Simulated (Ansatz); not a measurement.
Basis-set extrapolation for CH$_{2}$FO (`[O]CF`) radical (PBE0-D4/def2-TZVP geometry, frozen core, Ansatz 0.2.0). Multiplicity 2, UHF reference.

|  | def2-TZVPP | def2-QZVPP |
| --- | --- | --- |
| HF | -213.377549 | -213.387140 |
| MP2 correlation | -0.606183 | -0.659142 |
| CCSD(T) correlation | -0.650360 | not run |

Energies in hartree. Use E(X) = E(∞) + A·exp(−7.88·√X) for Hartree–Fock and E(X) = E(∞) + B·X^(−2.97) for correlation, with X = 3 and 4, and add CCSD(T) minus MP2 of the smaller set to the MP2 limit.

Task: What is the CCSD(T) energy at the basis-set limit?

Result: HF limit: -213.387140 + (-0.009591) × 0.13774 = -213.38846. MP2 limit: -0.659142 + (-0.052959) × 0.74074 = -0.69837. Higher-order term: -0.650360 − (-0.606183) = -0.04418. Total: -214.13101 hartree, 64.7 kcal/mol below CCSD(T)/def2-TZVPP.
